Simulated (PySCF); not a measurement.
Compound: C4H8N (doublet state).
Geometry (GFN2-xTB, Å), atoms numbered from 1 in this order:
```
atom  x, y, z in Å
C1    -0.0822    1.4339    0.2296
C2    -0.1166   -0.0327    0.0086
C3    -1.4298   -0.7223    0.0788
C4     1.0605   -0.7354   -0.2568
N5     2.2054   -0.1295   -0.3145
H6    -0.7105    1.9463   -0.5008
H7     0.9402    1.7880    0.1427
H8    -0.4728    1.6821    1.2179
H9    -1.8862   -0.5734    1.0595
H10   -2.1203   -0.3028   -0.6556
H11   -1.3338   -1.7901   -0.1028
H12    0.9530   -1.8185   -0.4103
H13    2.9887   -0.7450   -0.5142
```

The hyperfine couplings belong to this conformer and change with its torsions.

Identity: `[H]/N=C/[C](C)C` [radical].

Computed, not measured: PySCF 2.14.0, UKS B3LYP, pcH-1 on C H N, non-relativistic, mean-field spin-orbit, GIAO. One conformer (not necessarily the lowest) at the GFN2-xTB geometry, without solvent, vibrations or thermal averaging. Couplings are sensitive to structure, and on GFN2-xTB geometries they can be far from those on DFT ones. No stability test was run, so a lower SCF solution isn't excluded.

Match the computed a_iso(13C) values +59.6, -45.1, -24.5, -22.4 MHz with the sites C1; C2; C3; C4.

```tsv
site	a_iso (MHz)	ρ(0) (bohr⁻³)	position	distance from C2 (Å)	spin population	largest |T| (MHz)
C1	-22.4	-0.0199	1 bond from C2	1.48	-0.05	1.3
C2	+59.6	+0.0530	largest spin population	0.00	+0.69	112.0
C3	-24.5	-0.0218	1 bond from C2	1.48	-0.06	1.6
C4	-45.1	-0.0401	1 bond from N5	1.40	-0.19	21.5
```

Match the computed a_iso(1H) values +53.1, +44.7, -33.2, +5.9 MHz (means over equivalent nuclei) with the sites H6/H7/H8; H9/H10/H11; H12; H13.

```json
{"site": "H6/H7/H8", "a_iso (MHz)": "+44.7", "ρ(0) (bohr⁻³)": "+0.0100", "position": "2 bonds from C2", "distance from C2 (Å)": "2.12", "bound to": "C1", "spin population there": "-0.05", "largest |T| (MHz)": "6.1"}
{"site": "H9/H10/H11", "a_iso (MHz)": "+53.1", "ρ(0) (bohr⁻³)": "+0.0119", "position": "2 bonds from C2", "distance from C2 (Å)": "2.13", "bound to": "C3", "spin population there": "-0.06", "largest |T| (MHz)": "6.4"}
{"site": "H12", "a_iso (MHz)": "+5.9", "ρ(0) (bohr⁻³)": "+0.0013", "position": "2 bonds from N5, on C4 of spin population -0.19", "distance from C2 (Å)": "2.12", "bound to": "C4", "spin population there": "-0.19", "largest |T| (MHz)": "5.8"}
{"site": "H13", "a_iso (MHz)": "-33.2", "ρ(0) (bohr⁻³)": "-0.0074", "position": "1 bond from N5", "distance from C2 (Å)": "3.23", "bound to": "N5", "spin population there": "+0.49", "largest |T| (MHz)": "32.7"}
```

ρ(0) is the spin density at the nucleus and T the dipolar tensor; entries for several nuclei are means. The largest Mulliken spin populations are on C2 (+0.69), N5 (+0.49) and C4 (-0.19). The positive populations add up to 1.32 and the negative ones to -0.32, together 2S = 1. The angles at C2 add up to 360.0°, so it is planar. Main spin sites, with 60 % or more of the largest population: C2, N5; positions count bonds from the nearest.

Examples of negative spin density at the nucleus (bohr⁻³): C4 (-0.0401), C3 (-0.0218) and C1 (-0.0199).

Means are taken over nuclei equivalent by connectivity, which assumes that they swap fast. C1 and C3, with what hangs on them, aren't averaged: C2 is flat or nearly so (angle sum 360°), and its turn about the short C2–C4 bond (1.40 Å) is taken as slow. The three 1H nuclei of mean +53.1 MHz run from 2.0 to 79.1 MHz in the frozen geometry. The three 1H nuclei of mean +44.7 MHz run from 2.2 to 66.2 MHz in the frozen geometry.
